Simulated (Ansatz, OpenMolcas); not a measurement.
# SiH3O (SMILES [O][SiH3]): the vertical ionisation energy, rung by rung

SiH3O has 5 atoms, charge 0, and is taken as a doublet. As SMILES, `[O][SiH3]`. The coordinates come from a GFN2-xTB relaxation.

```xyz
5

O    -1.4166    0.2678    0.6902
Si   -0.0659    0.0078    0.0199
H    -0.1206   -0.2424   -1.4475
H     0.6859   -1.1593    0.5729
H     0.9172    1.1260    0.1645
```

Quantity: the vertical ionisation energy (to the singlet cation), in eV. The values are calculated.

```csv
level,kind,program,value (eV),less FCI/STO-3G,CPU time (all runs)
UHF/STO-3G,Hartree–Fock,Ansatz,10.87,+2.06,0.34 s
USVWN5/STO-3G,LDA,Ansatz,9.41,+0.60,3.4 s
UPBE/STO-3G,GGA,Ansatz,9.70,+0.89,6.6 s
U-r2SCAN/STO-3G,meta-GGA,Ansatz,10.23,+1.42,19 s
UPBE0/STO-3G,global hybrid,Ansatz,10.35,+1.54,6.1 s
U-wB97X/STO-3G,range-separated hybrid,Ansatz,10.55,+1.74,39 s
UMP2/STO-3G,perturbation theory,Ansatz,10.05,+1.24,0.45 s
UCCSD(T)/STO-3G,coupled cluster or CI,Ansatz,9.00,+0.19,0.58 s
UCCSDTQ/STO-3G,coupled cluster or CI,Ansatz,8.81,0.00,41 s
FCI/STO-3G,exact in the basis,OpenMolcas,8.81,0.00,27 s
```

FCI/STO-3G is exact within its basis and frozen core, so for wave-function methods in that basis the difference is their error; functionals converge differently with the basis, so for them it is only a difference. The values span 8.81 to 10.87 eV. All rows use very small basis sets, so none should be taken for the real molecule's value. In so small a basis fixed costs decide the times, and correlated methods can beat functionals. CPU times are rough (shared hosts, several kinds of processor and program).
